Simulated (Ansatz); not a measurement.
A calculation with Ansatz (development build ahead of 0.2.0).

```yaml
crystal:
  periodic: [false, false, false]
  atoms:
    - { symbol: Al, position_ang: [-0.04751, 0.00838, -1.22274] }
    - { symbol: Si, position_ang: [-0.02104, 0.04105, 1.2289] }
basis:
  gaussian: { orbitals: def2-SVP }
magnetization:
  initial_magnetization: 3
hamiltonian:
  xc: hf
correlation:
  method: ccsd_t
  frozen_orbitals: { Al: 5, Si: 5 }
scf:
  omitted_lower_state_checks: [stability, starts, atomic_configurations, cluster_reference, orbital_swaps, given_window_search, neighbouring_geometries, increment]
```

The input is written out in the form of the current development build from the run's settings. Correlation on restricted open-shell orbitals is semicanonical, with singles.

The run gave:

```
Converged          : yes
Reference energy   : -530.60018 hartree
Correlation energy : -0.13308 hartree
Total energy       : -530.73326 hartree
```
